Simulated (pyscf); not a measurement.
Structures and frequencies: ωB97X-D3(BJ)/def2-SVP in PySCF.

Estimate the classical barrier height and the reaction energy of H₃C–GaH–CH₃ (SMILES [CH3][GaH][CH3]) + H• (SMILES [H]) -> CH₄ (SMILES C) + [H₃C–GaH]• (SMILES [CH3][GaH]) at PBE0-D3(BJ)/def2-TZVP. The step runs on the doublet surface, breaks C–Ga and forms C–H; take the separated reactants as zero.

ΔE‡ = 15.5 kcal/mol, ΔE = -31.8 kcal/mol. ωB97M-D3(BJ)/def2-TZVP gives 19.9 kcal/mol and -33.4 kcal/mol. Zero-point energy shifts the barrier by +1.8 kcal/mol. It is a substitution at C, with an imaginary mode of 1695i cm⁻¹. Abstraction by the radical was not located in this set and often lies lower. One saddle was located; it need not be the lowest between these sides. The angle at the attacked C is 164°. Elements up to Kr have no core potential and no relativistic terms here.
